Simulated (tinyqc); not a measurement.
Inside a calculation. Method: G0W0 on RHF in the sto-3g basis, for H2F+, spin multiplicity 1. One step of it, computed by the program tinyqc.

Question. G0W0 on Hartree-Fock: HOMO. W(p,q,m) = sqrt2 sum_ia (pq|ia) (X+Y)_ia,m; Sigma_c(x) = sum_(i,m) W^2/(x - e_i + w_m) + sum_(a,m) W^2/(x - e_a - w_m); solve x = e_p + Sigma_c(x) by Newton steps; Z = 1/(1 - dSigma/dx); 1 hartree = 27.211386 eV.

orbital energies (hartree): MO1 -26.625050, MO2 -2.069272, MO3 -1.222822, MO4 -1.077506, MO5 -1.048025, MO6 -0.000894, MO7 0.187295

Two-electron integrals over orbitals (pq|rs), unique and non-zero (hartree):
```
(11|11) 5.361661    (21|11) -0.501531   (21|21) 0.074559    (22|11) 1.200143
(22|21) -0.018989   (22|22) 0.857672    (31|31) 0.017037    (32|31) 0.025606
(32|32) 0.160300    (33|11) 0.986906    (33|21) -0.007948   (33|22) 0.759764
(33|33) 0.741007    (41|11) 0.130294    (41|21) -0.016254   (41|22) 0.014295
(41|33) 0.004918    (41|41) 0.029103    (42|11) -0.085206   (42|21) 0.008058
(42|22) 0.008782    (42|33) -0.003861   (42|41) 0.030900    (42|42) 0.160840
(43|31) -0.003645   (43|32) 0.005588    (43|43) 0.046967    (44|11) 1.180781
(44|21) -0.014881   (44|22) 0.823616    (44|33) 0.721530    (44|41) -0.011434
(44|42) -0.090377   (44|44) 0.918892    (51|51) 0.029627    (52|51) 0.039016
(52|52) 0.180608    (53|53) 0.038343    (54|51) -0.009519   (54|52) -0.034008
(54|54) 0.055792    (55|11) 1.264004    (55|21) -0.014059   (55|22) 0.878708
(55|33) 0.748654    (55|41) 0.003698    (55|42) -0.046764   (55|44) 0.847608
(55|55) 0.997514    (61|11) 0.230545    (61|21) -0.035977   (61|22) 0.004900
(61|33) 0.002734    (61|41) -0.003818   (61|42) -0.018170   (61|44) 0.013646
(61|55) 0.006303    (61|61) 0.022696    (62|11) -0.303983   (62|21) 0.008062
(62|22) -0.148853   (62|33) -0.091501   (62|41) -0.016905   (62|42) -0.037386
(62|44) -0.114157   (62|55) -0.157095   (62|61) 0.002912    (62|62) 0.078530
(63|31) -0.004018   (63|32) 0.029248    (63|43) 0.016766    (63|63) 0.069643
(64|11) -0.237975   (64|21) 0.002631    (64|22) -0.125306   (64|33) -0.073953
(64|41) -0.007479   (64|42) -0.001247   (64|44) -0.134369   (64|55) -0.128507
(64|61) 0.001841    (64|62) 0.059877    (64|64) 0.061942    (65|51) -0.014922
(65|52) -0.056473   (65|54) -0.005066   (65|65) 0.027758    (66|11) 0.698575
(66|21) -0.005566   (66|22) 0.576823    (66|33) 0.560226    (66|41) 0.016442
(66|42) 0.067791    (66|44) 0.537613    (66|55) 0.551302    (66|61) -0.004211
(66|62) -0.052449   (66|64) -0.027924   (66|66) 0.545394    (71|31) 0.017576
(71|32) 0.025143    (71|43) -0.003880   (71|63) -0.003807   (71|71) 0.018156
(72|31) 0.017363    (72|32) 0.062278    (72|43) -0.023373   (72|63) -0.028698
(72|71) 0.017164    (72|72) 0.056029    (73|11) 0.427401    (73|21) -0.008671
(73|22) 0.202214    (73|33) 0.160601    (73|41) -0.001254   (73|42) -0.055908
(73|44) 0.207053    (73|55) 0.228428    (73|61) 0.005598    (73|62) -0.075389
(73|64) -0.074441   (73|66) 0.020241    (73|73) 0.159257    (74|31) -0.007704
(74|32) -0.056052   (74|43) 0.012451    (74|63) -0.038497   (74|71) -0.007911
(74|72) -0.011975   (74|74) 0.046604    (75|53) 0.025613    (75|75) 0.020379
(76|31) -0.010743   (76|32) -0.100932   (76|43) -0.041991   (76|63) -0.084223
(76|71) -0.010874   (76|72) 0.006131    (76|74) 0.056362    (76|76) 0.159940
(77|11) 0.822795    (77|21) -0.008298   (77|22) 0.625537    (77|33) 0.626733
(77|41) 0.003214    (77|42) 0.005865    (77|44) 0.605767    (77|55) 0.614175
(77|61) 0.003243    (77|62) -0.049932   (77|64) -0.030643   (77|66) 0.542167
(77|73) 0.077296    (77|77) 0.587773
```

excitation energies w (hartree): 1.101249  1.150410  1.275426  1.278152  1.422784  1.677835  2.258727  2.368203  26.669511  26.848641

X + Y:
```
            1          2         3         4          5          6          7          8
1>6  0.000000  -0.000414  0.000000  0.000000   0.000000  -0.000818  -0.000265   0.000000
1>7  0.000000   0.000000  0.000000  0.001050   0.000497   0.000000   0.000000  -0.002545
2>6  0.000000  -0.090123  0.000000  0.000000   0.000000   0.290820   0.921285   0.000000
2>7  0.000000   0.000000  0.000000  0.064550  -0.026459   0.000000   0.000000   0.974777
3>6  0.000000   0.000000  0.000000  0.698884  -0.646485   0.000000   0.000000  -0.035521
3>7  0.000000   0.229105  0.000000  0.000000   0.000000   0.868720  -0.192287   0.000000
4>6  0.000000   0.944218  0.000000  0.000000   0.000000  -0.146485   0.081392   0.000000
4>7  0.000000   0.000000  0.000000  0.694005   0.675251   0.000000   0.000000  -0.013792
5>6  0.975120   0.000000  0.000000  0.000000   0.000000   0.000000   0.000000   0.000000
5>7  0.000000   0.000000  0.984152  0.000000   0.000000   0.000000   0.000000   0.000000

            9         10
1>6  0.999149   0.000000
1>7  0.000000   0.999324
2>6  0.000034   0.000000
2>7  0.000000   0.000216
3>6  0.000000  -0.000026
3>7  0.000045   0.000000
4>6  0.000011   0.000000
4>7  0.000000  -0.000056
5>6  0.000000   0.000000
5>7  0.000000   0.000000
```

Give: The 12 largest terms at x = e_p; Newton steps; quasiparticle energy of the HOMO; Hartree-Fock value.

Answer.

The 12 largest terms at x = e_p (hartree; W for the signs of X + Y given):
```
q  m        W       term
5  7  -0.2816     0.0351
5  6   0.2426     0.0351
5  2  -0.0776     0.0052
2  1  -0.0779     0.0029
3  3   0.0356     0.0009
6  1   0.0383    -0.0007
7  3   0.0284  -3.20e-04
4  1  -0.0070   4.32e-05
1  1  -0.0206   1.59e-05
5  9   0.0089   2.98e-06
```

Newton steps (hartree):
```
step        x  Sigma_c(x)       Z
0     -1.0480      0.0782  0.9584
1     -0.9731      0.0751  0.9615
2     -0.9729      0.0751  0.9615
3     -0.9729      0.0751  0.9615
```

quasiparticle energy of the HOMO = -26.4750 eV

Hartree-Fock value = -28.5182 eV
